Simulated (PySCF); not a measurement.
# Scalar relativity in S (sulfur, neutral)

[Ne] 3s2 3p4, high-spin 3P determinant; PBE calculated with PySCF 2.14 in dyall-av3z, once non-relativistic with a point nucleus and once with spin-free X2C-1e and a Gaussian nucleus.

| shell | ε non-rel. (eV) | rms r non-rel. (bohr, spins averaged) |
| --- | --- | --- |
| 1s α | -2397.5 | 0.1128 |
| 1s β | -2397.2 | 0.1128 |
| 2s α | -210.36 | 0.5247 |
| 2s β | -210.10 | 0.5247 |
| 2p α | -156.47 | 0.4955 |
| 2p β | -156.11 | 0.4955 |
| 3s α | -17.921 | 1.837 |
| 3s β | -15.828 | 1.837 |
| 3p α | -7.706 | 2.263 |
| 3p β | -6.156 | 2.263 |

(1) How does scalar relativity move these shells?

The total energy goes from -397.9522 to -399.0478 hartree.

Ionisation energy, S [Ne] 3s2 3p4 (3P) → S+ [Ne] 3s2 3p3 (4S) (eV):

```csv
method,non-relativistic,spin-free X2C,shift
UHF,9.232,9.216,-0.016
MP2 (valence),10.000,9.986,-0.014
SCS-MP2 (valence),10.081,10.067,-0.014
CCSD (valence),10.107,10.093,-0.014
CCSD(T) (valence),10.147,10.133,-0.014
LDA,10.565,10.551,-0.014
PBE,10.428,10.413,-0.016
PBE0,10.402,10.386,-0.016
r2SCAN,10.363,10.348,-0.014
```

Relativity contracts and stabilises s shells directly. The contracted s shells screen the nucleus better, so for spin-averaged p shells the direct and indirect effects partly cancel.

## Answers

(1) 1s α: ε -2404.7 eV, radius -0.52 %; 1s β: ε -2404.5 eV, radius -0.52 %; 2s α: ε -211.57 eV, radius -0.41 %; 2s β: ε -211.31 eV, radius -0.41 %; 2p α: ε -156.43 eV, radius -0.11 %; 2p β: ε -156.07 eV, radius -0.11 %; 3s α: ε -18.030 eV, radius -0.33 %; 3s β: ε -15.937 eV, radius -0.33 %; 3p α: ε -7.693 eV, radius 0.02 %; 3p β: ε -6.142 eV, radius 0.02 %.
